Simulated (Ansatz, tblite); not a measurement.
# B(SMe2)H3 (C2H9BS): which spin state is lowest

Is the singlet the ground state of B(SMe2)H3 (C2H9BS)? Other spin states are computed and compared level by level.

Method: as each input shows; program: Ansatz 0.2.0, Gaussian basis.

The runs, in order: triplet, at the geometry of the singlet (GFN1-xTB, GFN2-xTB, PBE0-D4/def2-TZVP, PBE-D4/def2-TZVP, r2SCAN-D4/def2-TZVP); the singlet's energies come from earlier runs.

## (1) The relaxed structure

The geometry is that of the singlet, from an earlier relaxation (r2SCAN-D4/def2-SVP).

13 atoms, charge 0, spin multiplicity 1.

Bond lengths: B1–S2 1.948 Å, B1–H11 1.220 Å, B1–H12 1.220 Å, B1–H13 1.223 Å, S2–C3 1.808 Å, S2–C4 1.808 Å, C3–H5 1.100 Å, C3–H6 1.099 Å, C3–H7 1.098 Å, C4–H8 1.100 Å, C4–H9 1.099 Å, C4–H10 1.098 Å. Angles: S2–B1–H11 102.7°, S2–B1–H12 102.7°, S2–B1–H13 105.0°, H11–B1–H12 113.7°, H11–B1–H13 115.2°, H12–B1–H13 115.2°, B1–S2–C3 103.4°, B1–S2–C4 103.4°, C3–S2–C4 100.0°, S2–C3–H5 109.3°, S2–C3–H6 110.2°, S2–C3–H7 106.5°, H5–C3–H6 111.4°, H5–C3–H7 109.4°, H6–C3–H7 109.8°, S2–C4–H8 109.3°, S2–C4–H9 110.2°, S2–C4–H10 106.5° and more.

## (2) Triplet at the fixed geometry, GFN1-xTB

Tight binding, by tblite at 300 K electronic temperature and without a spin-polarisation term:

```python
tblite.interface.Calculator('GFN1-xTB', numbers, positions, charge=0, uhf=2).singlepoint()
```

Energy -378.7836 eV; 0.006 s.

## (3) Triplet at the fixed geometry, GFN2-xTB

Tight binding, by tblite at 300 K electronic temperature and without a spin-polarisation term:

```python
tblite.interface.Calculator('GFN2-xTB', numbers, positions, charge=0, uhf=2).singlepoint()
```

Energy -357.5165 eV; 0.004 s.

## (4) Triplet at the fixed geometry, PBE0-D4/def2-TZVP

Input file in.yaml:

```yaml
crystal:
  periodic: [false, false, false]
  atoms:
    - {symbol: B, position_ang: [0.473299, 0.728251, -1.513711]}
    - {symbol: S, position_ang: [0.389329, 0.612875, 0.429071]}
    - {symbol: C, position_ang: [0.956358, -1.068457, 0.773807]}
    - {symbol: C, position_ang: [-1.377178, 0.422552, 0.761425]}
    - {symbol: H, position_ang: [0.415657, -1.775216, 0.127169]}
    - {symbol: H, position_ang: [0.812808, -1.306183, 1.837411]}
    - {symbol: H, position_ang: [2.026330, -1.094219, 0.527021]}
    - {symbol: H, position_ang: [-1.786084, -0.369348, 0.116687]}
    - {symbol: H, position_ang: [-1.540753, 0.199220, 1.825257]}
    - {symbol: H, position_ang: [-1.848482, 1.380884, 0.504758]}
    - {symbol: H, position_ang: [1.673750, 0.706241, -1.731595]}
    - {symbol: H, position_ang: [-0.047111, 1.808394, -1.740608]}
    - {symbol: H, position_ang: [-0.147912, -0.245015, -1.916702]}
basis:
  gaussian: {orbitals: def2-TZVP}
magnetization: {spin_polarized: true, initial_magnetization: 2}
hamiltonian: {xc: pbe0, dispersion: d4}
scf: {omitted_lower_state_checks: [starts]}
output: {orbitals: {seedname: orbitals}}
```

Launch:

```sh
$ ansatz run in.yaml --threads 4 --pin off --events-out ev --progress --plain --max-ram 3916MiB
```

The log of the run:

```text
Functional definition: PBE0
  name "PBE0"
  cite "Adamo & Barone, J. Chem. Phys. 110, 6158 (1999) doi:10.1063/1.478522"
  cite "Perdew, Burke & Ernzerhof, Phys. Rev. Lett. 77, 3865 (1996) doi:10.1103/PhysRevLett.77.3865"
  parent pbe
  parameter a = 0.25
  parameter kappa = 0.804
  parameter beta = 0.06672455060314922
  exchange = (1 - a)*pbe_x(kappa = kappa, mu = beta*pi^2/3) + a*exact_x
  correlation = pbe_c(beta = beta)
these checks for a lower state are left out or cut short: starts
1196 factors; their error is unknown
mean field evaluation 1: about -13710.6294 eV, gradient 4.4e1 eV
mean field evaluation 2: about -13705.4222 eV, gradient 5.2e1 eV
mean field evaluation 4: about -13719.9813 eV, gradient 2.9e0 eV
mean field evaluation 8: about -13720.0440 eV, gradient 1.4e-1 eV
mean field evaluation 16: about -13720.0554 eV, gradient 3.9e-3 eV
mean field -13720.05535899 eV, -504.2027346552 hartree, gradient 3.3e-5 eV, S^2 2.006358; 0 other end points of the search recorded, 0 dependent functions left out
reference -13720.05539584 eV, -504.2027360095 hartree; 22, 20 occupied and 162, 164 virtual orbitals, 1196 factors
Total energy: -13720.27064229 eV, -504.2106461707 hartree
Checks for a lower state left out: starts
```

Run time: 4.7 s. Hardware: 4 threads of Arm Neoverse V2, shared host.

Report: HOMO -2.08 eV, LUMO -5.72 eV (over both spins; with the spin held, an empty level of the minority spin lies below the top filled one); ⟨S²⟩ 2.006 (pure: 2.00).

## (5) Triplet at the fixed geometry, PBE-D4/def2-TZVP

start.molden holds the orbitals of an earlier run on this state, given as this run's starting guess.

Changes to in.yaml since step 4:

```diff
@@ -17,5 +17,5 @@
 basis:
-  gaussian: {orbitals: def2-TZVP}
+  gaussian: {orbitals: def2-TZVP, initial_orbitals: start.molden}
 magnetization: {spin_polarized: true, initial_magnetization: 2}
-hamiltonian: {xc: pbe0, dispersion: d4}
+hamiltonian: {xc: pbe, dispersion: d4}
 scf: {omitted_lower_state_checks: [starts]}
```

Launched as before.

The log of the run:

```text
Functional definition: PBE
  name "PBE"
  cite "Perdew, Burke & Ernzerhof, Phys. Rev. Lett. 77, 3865 (1996) doi:10.1103/PhysRevLett.77.3865"
  parent pbe
  parameter kappa = 0.804
  parameter beta = 0.06672455060314922
  exchange = pbe_x(kappa = kappa, mu = beta*pi^2/3)
  correlation = pbe_c(beta = beta)
these checks for a lower state are left out or cut short: starts
1186 factors; their error is unknown
mean field evaluation 1: about -13718.5764 eV, gradient 7.0e0 eV
mean field evaluation 2: about -13718.6923 eV, gradient 2.4e-1 eV
mean field evaluation 4: about -13718.6661 eV, gradient 2.4e-2 eV
mean field evaluation 8: about -13718.6661 eV, gradient 1.8e-5 eV
mean field -13718.66608397 eV, -504.1516797401 hartree, gradient 1.8e-5 eV, S^2 2.003742; 0 other end points of the search recorded, 0 dependent functions left out
reference -13718.66613352 eV, -504.1516815610 hartree; 22, 20 occupied and 162, 164 virtual orbitals, 1186 factors
Total energy: -13718.92271144 eV, -504.1611106255 hartree
Checks for a lower state left out: starts
```

It took 3.1 s on 4 threads of Arm Neoverse V2, shared host.

From the report: HOMO -1.13 eV, LUMO -6.67 eV (over both spins; with the spin held, an empty level of the minority spin lies below the top filled one); ⟨S²⟩ 2.004 (pure: 2.00).

## (6) Triplet at the fixed geometry, r2SCAN-D4/def2-TZVP

Changes to in.yaml since step 5:

```diff
@@ -19,3 +19,3 @@
 magnetization: {spin_polarized: true, initial_magnetization: 2}
-hamiltonian: {xc: pbe, dispersion: d4}
+hamiltonian: {xc: r2scan, dispersion: d4}
 scf: {omitted_lower_state_checks: [starts]}
```

The command is unchanged.

The log of the run:

```text
Functional definition: r2SCAN
  name "r2SCAN"
  cite "Furness, Kaplan, Ning, Perdew & Sun, J. Phys. Chem. Lett. 11, 8208 (2020) doi:10.1021/acs.jpclett.0c02405"
  cite "Furness, Kaplan, Ning, Perdew & Sun, J. Phys. Chem. Lett. 11, 9248 (2020) doi:10.1021/acs.jpclett.0c03077"
  parent r2scan
  parameter k0 = 0.174
  parameter k1 = 0.065
  parameter a1 = 4.9479
  exchange = r2scan_x(k0 = k0, k1 = k1, a1 = a1)
  correlation = r2scan_c
these checks for a lower state are left out or cut short: starts
1186 factors; their error is unknown
mean field evaluation 1: about -13725.0829 eV, gradient 4.7e0 eV
mean field evaluation 2: about -13725.1260 eV, gradient 7.3e-2 eV
mean field evaluation 4: about -13725.1018 eV, gradient 4.6e-3 eV
mean field evaluation 8: about -13725.1018 eV, gradient 8.1e-5 eV
mean field -13725.10178378 eV, -504.3881873460 hartree, gradient 2.0e-5 eV, S^2 2.008114; 0 other end points of the search recorded, 0 dependent functions left out
reference -13725.10180059 eV, -504.3881879635 hartree; 22, 20 occupied and 162, 164 virtual orbitals, 1186 factors
Total energy: -13725.16555635 eV, -504.3905309446 hartree
Checks for a lower state left out: starts
```

Wall time 7 s (4 threads of Arm Neoverse V2, shared host).

Report: HOMO -1.29 eV, LUMO -6.40 eV (over both spins; with the spin held, an empty level of the minority spin lies below the top filled one); ⟨S²⟩ 2.008 (pure: 2.00).

## (7) Triplet less singlet, vertical

The singlet's energies are those of its earlier runs, whose logs aren't repeated here.

| level | triplet less singlet, vertical (kcal/mol) | time |
| --- | --- | --- |
| GFN1-xTB | +136.2 | 0.012 s |
| GFN2-xTB | +124.9 | 0.007 s |
| PBE-D4/def2-TZVP | +135.3 | 4.6 s |
| r2SCAN-D4/def2-TZVP | +137.7 | 10 s |
| PBE0-D4/def2-TZVP | +140.9 | 7.6 s |

Times add the two runs; a level without a time comes out of a correlated run. Tight binding without a spin term can't rank spin states.

## (8) What came out

```
                                                quantity                                         value
triplet less singlet, vertical, functionals in def2-TZVP  +135.3 (PBE-D4) to +140.9 kcal/mol (PBE0-D4)
```

All functionals put the triplet above the singlet, over a spread of 5.6 kcal/mol. The checks for a lower triplet were left out, so another state of that spin may lie lower. These are electronic energies, without zero-point motion, entropy or surroundings.
